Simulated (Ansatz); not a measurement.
**AsH$_{2}$, doublet in cc-pVTZ: errors against UCCSDT(Q)**

Geometry: displaced at random from a stationary point.

```yaml
atoms:
  - { symbol: As, position_ang: [-0.0006, -0.0285, 0.0008] }
  - { symbol: H, position_ang: [-0.0014, 1.0280, -1.0962] }
  - { symbol: H, position_ang: [0.0465, 1.0873, 1.0330] }
```

Basis cc-pVTZ; Ansatz 0.2.0. Correlated methods freeze the noble-gas cores and the filled d shells of p-block atoms, which leaves 7 electrons in 57 orbitals. R marks a restricted (for open shells ROHF) determinant, U an unrestricted one. Active spaces: valence = (7e, 6o) chosen from the atoms' valence shells. No spin–orbit coupling is included, and no scalar relativity.

Full CI isn't at hand for all of this; UCCSDT(Q) serves as the reference, and is uncertain by about the last step of the cluster series. The frozen core follows each run's orbitals, which can shift R against U totals by a few meV for light atoms and by up to 0.1 eV past Ca.

* UHF ⟨S²⟩: 0.765
* T1 diagnostic (RCCSD): 0.0181
* largest doubles amplitude (RCCSD): 0.056
* T1 diagnostic (UCCSD): 0.0135

| level | E − E(UCCSDT(Q)) (mEh) | share of correlation (%) | wall time |
| --- | --- | --- | --- |
| UHF | 155.84 | 2.89 | – |
| UMP2 | 30.12 | 81.23 | – |
| UCCSD | 5.61 | 96.50 | – |
| UCCSD(T) | 0.92 | 99.43 | 7 s |
| UCCSDT | 0.15 | 99.91 | – |

The correlation energy at UCCSDT(Q), counted from RHF, is -4.367 eV. That run took 43 s on 1 thread of Intel Xeon Platinum 8259CL, shared host.

Run but not shown, since their state or frozen core can't be matched to the reference's or they repeat it: RHF, RMP2, CISD, RCCSD, RCCSD(T), BCCD(T), RCCSDT, RCCSDT(Q), CASSCF (valence space), NEVPT2 (valence space), MRCISD (valence space), MRCISD+Q (valence space), MRCISD+Q(relaxed) (valence space).

Times hold each run's SCF and search for its determinant on a shared host, so for small cases they say little of a method's own cost; they ran on 1 thread of Intel Xeon Platinum 8259CL.

Natural occupations of CASSCF (valence space) about the gap: 1.995 1.973 1.966 1.000 0.037 0.028; effectively unpaired electrons, Σ n²(2−n)², 1.02.
